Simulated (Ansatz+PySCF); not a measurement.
A calculation with Ansatz (development build ahead of 0.2.0).

```yaml
crystal:
  periodic: [false, false, false]
  atoms:
    - { symbol: Li, position_ang: [0.0, 0.0, -0.79892] }
    - { symbol: H, position_ang: [0.0, 0.0, 2.39676] }
basis:
  gaussian: { orbitals: STO-3G }
hamiltonian:
  xc: hf
correlation:
  method: fci
  frozen_orbitals: { H: 0, Li: 0 }
```

The input is written out in the form of the current development build from the run's settings.

Output:

```json
{
 "Converged": "yes",
 "Reference energy": "-7.68986 hartree",
 "Correlation energy": "-0.10352 hartree",
 "Total energy": "-7.79337 hartree",
 "State": "lowest singlet root, of any spatial symmetry",
 "Spin squared of the determinant": "0.000",
 "Stability test": "minimum among restricted orbitals"
}
```
